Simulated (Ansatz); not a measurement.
## Relaxing Si3P

Theory: DFT PBE, scalar-relativistic, plane waves, PAW in Ansatz 0.2.0. Cutoff 420 eV, Γ-centred k mesh, Gaussian smearing, no spin polarisation in the final step.

Si3P was placed on the sites of a reported Cu3Pd cell (P4/mmm, No. 123), with P in place of Pd, Si in place of Cu, at a guessed volume.

```yaml
crystal:
  lattice:
    - [3.91037, 0.00000, 0.00000]
    - [0.00000, 3.91037, 0.00000]
    - [0.00000, 0.00000, 3.87017]
  atoms:
    - { symbol: Si, position: [0.00000, 0.50000, 0.50000] }
    - { symbol: Si, position: [0.50000, 0.00000, 0.50000] }
    - { symbol: Si, position: [0.50000, 0.50000, 0.00000] }
    - { symbol: P, position: [0.00000, 0.00000, 0.00000] }
```

Cell and atoms relax at zero pressure; the relaxation can't lower the symmetry of the start.

Energies over the elements count from the elements' standard structures at the same level, with no empirical corrections.

Problem. What does it relax into?

Solution. It keeps P4/mmm (No. 123), but not the shape of the type it started on. Conventional cell: a = 4.315 Å, c = 3.108 Å. Si on Wyckoff site e (2 atoms of the primitive cell) has 4 P at 2.66 Å, 4 Si at 2.66 Å and 6 Si at 3.05–3.11 Å; Si on Wyckoff site c (1 atom of the primitive cell) is coordinated by 8 Si at 2.66 Å, 4 P at 3.05 Å and 2 Si at 3.11 Å; P is coordinated by 8 Si at 2.66 Å, 4 Si at 3.05 Å and 2 P at 3.11 Å.

```xyz
4
Lattice="4.3155 0.0000 0.0000 0.0000 4.3155 0.0000 0.0000 0.0000 3.1082" Properties=species:S:1:pos:R:3 pbc="T T T"
Si    0.0000    2.1577    1.5541
Si    2.1577    0.0000    1.5541
Si    2.1577    2.1577    0.0000
P     0.0000    0.0000    0.0000
```

Problem. What are its volume, energy, density and gap?

Solution. The volume per atom is 14.47 Å³, the density is 3.31 g/cm³ and the energy over the elements is 0.51 eV/atom. The gap on the 12×12×16 mesh is 0 eV (a metal).

The final run used a 12×12×16 mesh on its 4-atom cell and 0.10 eV smearing. For metals, differences of a few meV/atom aren't resolved. Symmetry constrained the relaxation, so the result can be a saddle point. The steps took roughly 3 core-minutes in all.